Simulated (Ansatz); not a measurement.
Input file:

```yaml
crystal:
  periodic: [false, false, false]
  atoms:
    - {symbol: B, position_ang: [0.000000, 0.000000, 0.000000]}
    - {symbol: Al, position_ang: [0.000000, 0.000000, 2.023407]}
basis:
  gaussian: {orbitals: cc-pVDZ}
total_charge: 1
magnetization: {spin_polarized: false, initial_magnetization: 1}
correlation: {active_space: {window: {electrons: 1, orbitals: 7}, fixed_orbitals: true}}
output: {forces: true}
```

```sh
$ ansatz run in.yaml --threads 1 --pin off --events-out ev --progress --plain --max-ram 2393MiB
```

(1) Roughly how long does this take on 1 thread of Intel Xeon Platinum 8488C, shared host, and how much host memory?

```
315 factors; integrals over basis functions are off by at most 8.9e-4 eV
mean field evaluation 1: about -7242.2194 eV, gradient 5.8e0 eV
mean field evaluation 2: about -7242.2736 eV, gradient 5.8e0 eV
mean field evaluation 4: about -7242.6029 eV, gradient 1.2e0 eV
mean field evaluation 8: about -7242.6546 eV, gradient 1.2e-1 eV
mean field evaluation 16: about -7242.6615 eV, gradient 3.3e-1 eV
mean field evaluation 32: about -7242.6479 eV, gradient 8.8e-1 eV
mean field evaluation 64: about -7242.6549 eV, gradient 1.4e-6 eV
mean field evaluation 96: about -7242.6804 eV, gradient 1.3e-1 eV
mean field evaluation 128: about -7242.6549 eV, gradient 1.3e-5 eV
mean field -7242.68360237 eV, -266.1637131199 hartree, gradient 1.6e-6 eV, S^2 0.750000; 11 other end points of the search recorded, 0 dependent functions left out
reference -7242.68360237 eV, -266.1637131199 hartree; 9, 8 occupied and 23, 24 virtual orbitals, 315 factors
state -7242.68360237 eV, -266.1637131199 hartree
the calculation of the forces begins
Total energy: -7242.68360237 eV, -266.1637131199 hartree
Atom 0 at     0.000000     0.000000     0.000000 Å, force    -0.000000    -0.000000    -4.262000 eV/Å
Atom 1 at     0.000000     0.000000     2.023407 Å, force     0.000000    -0.000000     4.262000 eV/Å
Dipole moment:     0.204475     0.000000    -0.203400 e Å
```

Natural occupations: 1.0000 0.0000 0.0000 0.0000 0.0000 0.0000 0.0000.

Forces (eV/Å):
```
B    0.000  0.000 -4.262
Al   0.000  0.000  4.262
```

Answers

(1) 0.57 s wall and 0.18 GiB.
